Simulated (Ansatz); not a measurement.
Scan of [Br···H···H], doublet

Starting geometry:

```csv
atom,x (Å),y (Å),z (Å)
Br,0.0000,0.0000,-1.2869
H,0.0000,0.0000,0.1337
H,0.0000,0.0000,1.1531
```

From there H2 is moved from one fragment to the other while all else, the fragments' distance too, stays fixed; atoms are numbered as listed. Energies are in eV, counted from the starting geometry at the same level. Kohn–Sham curves are unrestricted where that lies lower.

Basis cc-pVTZ; Ansatz 0.2.0. Only valence electrons are correlated (noble-gas cores and the filled d shells of p-block atoms frozen). R marks a restricted (for open shells ROHF) determinant, U an unrestricted one. No spin–orbit coupling is included, and no scalar relativity.

Full CI isn't at hand for all of this; UCCSDT(Q) serves as the reference, and is uncertain by about the last step of the cluster series.

```tsv
distance Br1-H2 (Å)	r2SCANh
1.421	0.000
1.460	-0.084
1.538	-0.211
1.617	-0.297
1.695	-0.305
```

Estimate the UCCSDT(Q) curve in cc-pVTZ from this one, knowing how r2SCANh errs.

The computed UCCSDT(Q) values, in eV from the starting point, and the error of r2SCANh against them:
| distance Br1-H2 (Å) | UCCSDT(Q) | r2SCANh less UCCSDT(Q) |
| --- | --- | --- |
| 1.421 | 0.000 | 0.000 |
| 1.460 | -0.083 | -0.001 |
| 1.538 | -0.226 | 0.015 |
| 1.617 | -0.351 | 0.054 |
| 1.695 | -0.411 | 0.107 |

The error spans 0.108 eV and is largest, 0.107 eV, at 1.695 Å.

Functionals correlate the shells that the reference freezes, so part of their error here is the reference's.
